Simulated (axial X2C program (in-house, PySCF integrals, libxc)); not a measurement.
## Which molecule has these constants?

All values come from calculations with an in-house relativistic program for diatomic molecules, spin-free (one-electron X2C) or two-component (2c: spin–orbit coupling with atomic mean-field Coulomb and Gaunt terms, which also bring small scalar terms), in Dyall basis sets with cores contracted in-house; open shells are unrestricted.

A two-component PBE0 calculation in a Dyall 3-zeta basis gave Re = 1.826 Å, ωe = 887.3 cm⁻¹, De = 6.67 eV, Ω = 0.

Question: Which molecule is it?
A. AlS⁺
B. MgS⁺
C. PS⁺
D. SiS⁺
E. NaS⁺

Answer: C. The others have SiS⁺ 2.081 Å and 594.2 cm⁻¹ (Ω = 3/2); MgS⁺ 2.238 Å and 481.2 cm⁻¹ (Ω = 3/2); NaS⁺ 2.843 Å and 180.8 cm⁻¹ (Ω = 1); AlS⁺ 2.186 Å and 460.8 cm⁻¹ (Ω = 2).

Each entry is the lowest single determinant of a limited PBE0 search at one distance. De goes to single-determinant-based atoms at the same level (for ions the charge split of lowest energy) and is withheld (n/a) where an atom does not fit its ground term or J level. Main or longest-lived isotopes. One determinant is a doubtful description, or other states lie close, for SiS⁺, NaS⁺, AlS⁺; these need not be ground states, and all values refer to the states named. Some open-shell Ω = 0 determinants are out of reach, so the Ω given for NaS⁺, AlS⁺ need not be the lowest component. With several unpaired electrons the Ω given is that of one determinant, not necessarily of the lowest component. Some light 2c atoms are not at their ground J level, so De misses part of their lowering (0.04 eV or less). The functionals have no current term, which raises determinants with orbital currents.
